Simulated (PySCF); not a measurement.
# Bonding in methylthioborine

Compound: methylthioborine, CH₃BS.
SMILES with atom numbers: `[CH3:1][B:2]=[S:3]` (hydrogens: H4, H5, H6 on C1)

Structure used (PBE0-D3(BJ)/def2-SVP), in Å, numbered top down from 1:
```
atom  x, y, z in Å
C1    -0.5822    0.0451    0.0100
B2     0.9428   -0.0700   -0.0356
S3     2.5524   -0.1931   -0.0827
H4    -0.9496   -0.0786    1.0409
H5    -1.0484   -0.7300   -0.6183
H6    -0.9087    1.0306   -0.3575
```

Bond orders from the PBE0/pcSseg-1 density (PySCF). Isolated species at its PBE0-D3(BJ)/def2-SVP geometry, gas phase.

(1) How far do the computed orders between heavy atoms stray from the drawn ones?

(2) Give the Mayer order of every bond, beside its length.

(3) Sum the orders of all bonds at each heavy atom with more than one neighbour and set the sums beside the valence in the SMILES.

Results:

(1) The largest departure is 0.343, at B2–S3 (drawn double, 2.343).

(2) 
```
 bond  drawn as  length (Å)  Mayer order
C1–B2    single       1.530        1.110
B2–S3    double       1.615        2.343
C1–H4    single       1.101        0.931
C1–H5    single       1.101        0.931
C1–H6    single       1.101        0.931
```

(3) C1 3.903 (drawn 4), B2 3.453 (drawn 3). Orders between atoms that aren't bonded are not in these sums.

The Mayer order sums products of elements of PS (density times overlap matrix) between the two atoms' basis functions, so it depends on the basis set.
